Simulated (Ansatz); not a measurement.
# BSiCl+ (doublet): the correlation ladder, def2-TZVPP

One table from this session's results is given with a row withheld; the runs are named, their logs left out.

Computed with Ansatz 0.2.0, Gaussian basis. Level: def2-TZVPP, core rule «outside noble gas», up to 11 orbitals frozen.

The runs, in order: UHF; ROHF; CCSD(T) on UHF.

2 further runs of the same task are left out: 2 set aside as unsound or not needed.

## What is computed

The geometry is a PBE0/def2-TZVP stationary point (not a proven minimum) of the parent state, kept for this charge and spin.

3 atoms, charge 1, spin multiplicity 2.

Atoms are counted from 1 here; the program's logs count them from 0.

Bond lengths: B1–Si2 1.881 Å, B1–Cl3 1.690 Å. Angles: Si2–B1–Cl3 180.0°.

Set-up of the first run:

Contents of in.yaml:

```yaml
crystal:
  periodic: [false, false, false]
  atoms:
    - {symbol: B, position_ang: [0.000000, 0.000000, 0.063696]}
    - {symbol: Si, position_ang: [0.000000, 0.000000, -1.817242]}
    - {symbol: Cl, position_ang: [0.000000, 0.000000, 1.753546]}
basis:
  gaussian: {orbitals: def2-TZVPP}
total_charge: 1
magnetization: {spin_polarized: true, initial_magnetization: 1}
hamiltonian: {xc: hf}
output: {orbitals: {seedname: orbitals}}
```

Started as:

```sh
$ ansatz run in.yaml --threads 1 --pin off --events-out ev --progress --plain --max-ram 4096MiB --backend cpu
```

Among the steps run: UHF; ROHF; CCSD(T) on UHF.

One of the session's tables, all rows but one given; the rest of the session is left out.

It belongs to the step «Misses and costs». 

| method | from UCCSD(T) (kcal/mol) |
| --- | --- |
| ROHF | +240.35 |
| UHF | ? |
| UMP2 | +39.97 |
| UCCSD | +11.61 |
| UCCSD(T) | 0 |

**Question.** Estimate the row for UHF.

**Answer.** from UCCSD(T) (kcal/mol): +237.10. In the column «from UCCSD(T) (kcal/mol)» it lies between UMP2 (+39.97) and ROHF (+240.35).
